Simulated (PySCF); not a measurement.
Cartesian coordinates in Å; atom numbers follow the order of the lines, from 1:
```xyz
9

C    -0.9768   -0.2717    0.0598
C     0.3175    0.4459   -0.3098
C     1.4830   -0.1418    0.3320
N     2.3922   -0.6201    0.8478
H    -1.1504   -0.2327    1.1356
H    -0.9396   -1.3200   -0.2389
H    -1.8197    0.2018   -0.4448
H     0.2712    1.5006   -0.0241
H     0.4796    0.4204   -1.3912
```

[PySCF: shielding tensors at B97-2/pcSseg-2 (GIAO); couplings computed with B3LYP/pcJ-2; coordinates at the PBE0-D3(BJ)/def2-TZVP level; fast rotation and ring inversion assumed for equivalent nuclei; single conformer; no relativistic terms; isolated molecule]

Q: List the cross peaks expected in HSQC, COSY and HMBC spectra.

A: 

HSQC (one-bond C–H):
| δH | δC | 1J(C,H) (Hz) |
| --- | --- | --- |
| 2.18 (H8/H9) | 13.7 (C2) | 138 |
| 1.20 (H5/H6/H7) | 13.8 (C1) | 136 |

COSY cross peaks (|J| ≥ 2 Hz):
| δH | δH | abs. J (Hz) | bonds |
| --- | --- | --- | --- |
| 2.18 (H8/H9) | 1.20 (H5/H6/H7) | 8.8 | 3 |

HMBC (two and three bonds, |J| ≥ 2.5 Hz):
| δH | δC [abs. J in Hz] |
| --- | --- |
| 2.18 (H8/H9) | 125.7 (C3) [9.5], 13.8 (C1) [4.5] |
| 1.20 (H5/H6/H7) | 125.7 (C3) [7.0], 13.7 (C2) [3.4] |

Shifts are taken against calculated references (same method and geometry level): 1H, 13C vs TMS.

Shifts are as computed. Against solution values, carbons near 30 ppm lie about +3 ppm off and those near 130 ppm about +7 ppm. Of 1211 compounds with measured shifts, 218 miss one by over three times the rms of a fit or turn the order of signals round; such compounds aren't used in these exercises.
